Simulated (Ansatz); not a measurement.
A made-up structure of CH₂BO, doublet:

C1  (0.269, -0.319, 1.413)
B2  (-0.022, -0.152, 0.132)
O3  (-0.338, -0.029, -1.178)
H4  (-0.565, 0.057, -2.117)
H5  (0.722, 0.512, 1.889)
(Å)

It is relaxed with PBE-D4/def2-SVP and then PBE0-D4/def2-TZVP (Ansatz 0.2.0). Atoms count as bonded within 1.22 times the sum of their covalent radii (H–H: 0.88 Å). The end point is not checked to be a true minimum.

Q: Does its bonding change? (Judge from chemistry; the calculation decides.)

A: The calculation gives: No: no bond forms or breaks.

Where it ends: The first stage lowers the energy by 1.16 eV in 12 steps. It ends as CH₂BO ([CH][B][OH]):
C1  (0.360, 0.068, 1.202)
B2  (0.031, 0.164, -0.106)
O3  (-0.273, 0.304, -1.388)
H4  (-0.674, -0.464, -1.804)
H5  (0.620, -0.004, 2.234)
(Å)

Labels in which every atom is bracketed show which atoms are joined, not bond orders.

For scale, one of the runs: PBE0-D4/def2-TZVP relaxation, 105 basis functions, launched by `ansatz run in.yaml --threads 2 --pin off --events-out ev --progress --plain --max-ram 4352MiB`. The run took about 22 s on 2 CPU threads of an Arm Neoverse V2 (shared host).
